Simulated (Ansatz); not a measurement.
Isomers of C6H6, relaxed with PBE0-D4/def2-TZVP in Ansatz; electronic energies, one conformer each and not always the lowest. Functionals use def2-TZVPP; CBS adds triple-zeta CCSD(T) − MP2 to the MP2 limit of def2-TZVPP and def2-QZVPP.

Q: Order them by energy at frozen-core CCSD(T)/CBS, lowest first. (Estimate.)
A. `C=C1C=CC=C1`
B. `C1=CC2C=CC12`
C. `C12C3C1C1C2C31`
D. `C1=CC2C3C1C23`
E. `C#CC1C=C1C`
F. `CC#CC#CC`
G. `C=C1C=CC1=C`
H. `c1ccccc1`

A: H (0.0 kcal/mol), A (33.0 kcal/mol), G (63.5 kcal/mol), F (71.0 kcal/mol), D (74.3 kcal/mol), B (78.0 kcal/mol), E (97.2 kcal/mol), C (115.4 kcal/mol).

Q: How do PBE-D4, r2SCAN-D4, ωB97M-V, B3LYP place them (kcal/mol, against `c1ccccc1`)? (Estimate.)

A: Computed: 
```
          isomer  PBE-D4  r2SCAN-D4  ωB97M-V  B3LYP
   `C=C1C=CC1=C`    62.9       66.5     65.2   64.4
    `C#CC1C=C1C`    98.8      101.7     97.5   98.5
 `C1=CC2C3C1C23`    73.4       76.8     73.0   82.6
      `CC#CC#CC`    71.4       73.1     73.3   67.1
   `C=C1C=CC=C1`    34.4       36.1     35.2   35.4
`C12C3C1C1C2C31`   111.7      119.3    111.5  125.5
  `C1=CC2C=CC12`    79.2       84.7     78.6   85.9
```

B3LYP here is the variant with VWN-RPA as its local correlation; programs differ in this.
